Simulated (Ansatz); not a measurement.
**How far each method lies from UCCSDT(Q) for [AlH₂···H···BH₂], doublet**

Geometry: a point of a hydrogen-transfer path between rigid fragments, not a stationary point.

```xyz
7

Al   -0.9622    0.0000    0.0000
H    -1.7551    1.3734    0.0000
H    -1.7551   -1.3734    0.0000
H     0.8788    0.0000    0.0000
B     2.1508    0.0000    0.0000
H     2.6599    0.0000    1.0770
H     2.6599    0.0000   -1.0770
```

Basis cc-pVDZ; Ansatz 0.2.0. Only valence electrons are correlated (noble-gas cores frozen), which leaves 11 electrons in 51 orbitals. Prefix R: restricted or restricted open-shell reference; prefix U: unrestricted. Active spaces: frontier = (9e, 9o) about the gap; pair = (3e, 3o) about the gap.

Full CI isn't at hand for all of this; UCCSDT(Q) serves as the reference, and is uncertain by about the last step of the cluster series. The frozen core follows each run's orbitals, which can shift R against U totals by a few meV.

```
UHF ⟨S²⟩                          : 0.763
T1 diagnostic (RCCSD)             : 0.0150
largest doubles amplitude (RCCSD) : 0.043
T1 diagnostic (UCCSD)             : 0.0123
```

| level | E − E(UCCSDT(Q)) (kJ/mol) | share of correlation (%) | wall time |
| --- | --- | --- | --- |
| RHF | 565.0 | 0.00 | – |
| UHF | 558.7 | 1.13 | – |
| RMP2 | 125.5 | 77.80 | – |
| UMP2 | 125.7 | 77.74 | – |
| RCCSD | 14.0 | 97.52 | – |
| UCCSD | 13.9 | 97.54 | – |
| RCCSD(T) | 3.1 | 99.46 | 20 s |
| UCCSD(T) | 3.1 | 99.46 | 19 s |
| BCCD(T) | 3.0 | 99.46 | 14 s |
| RCCSDT | 0.5 | 99.92 | – |
| UCCSDT | 0.4 | 99.92 | – |
| RCCSDT(Q) | 0.0 | 99.99 | 1.9 min |

The correlation energy at UCCSDT(Q), counted from RHF, is -5.856 eV. That run took 99 s on 1 thread of Arm Neoverse V1, shared host.

Run but not shown, since their state or frozen core can't be matched to the reference's or they repeat it: CISD, CASSCF (pair space), NEVPT2 (pair space), MRCISD (pair space), MRCISD+Q (pair space), CASSCF (frontier space), NEVPT2 (frontier space).

Times hold each run's SCF and search for its determinant on a shared host, so for small cases they say little of a method's own cost; they ran on 1 thread of Arm Neoverse V1.
